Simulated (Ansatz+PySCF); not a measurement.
A calculation with Ansatz (development build ahead of 0.2.0).

```yaml
crystal:
  periodic: [false, false, false]
  atoms:
    - { symbol: Na, position_ang: [0.0, 0.0, 0.0] }
    - { symbol: H, position_ang: [2.30415, 0.0, 1.93341] }
    - { symbol: H, position_ang: [-2.63783, 0.0, 2.2134] }
basis:
  gaussian: { orbitals: STO-3G }
magnetization:
  spin_polarized: true
  initial_magnetization: 3
hamiltonian:
  xc: hf
correlation:
  method: ccsd_t
  frozen_orbitals: { H: 0, Na: 1 }
```

The input is written out in the form of the current development build from the run's settings.

The run gave:

```json
{"Converged": "yes", "Reference energy": "-160.60012 hartree", "CCSD correlation energy": "-0.04134 hartree", "Triples correction": "-0.00178 hartree", "Total energy": "-160.64324 hartree", "Spin squared of the determinant": "3.750", "Stability test": "minimum", "T1 diagnostic": "0.006", "Largest doubles amplitude": "0.03", "Occupied orbitals by symmetry in an Abelian subgroup (alpha; beta)": "7 A' 1 A''; 4 A' 1 A''"}
```
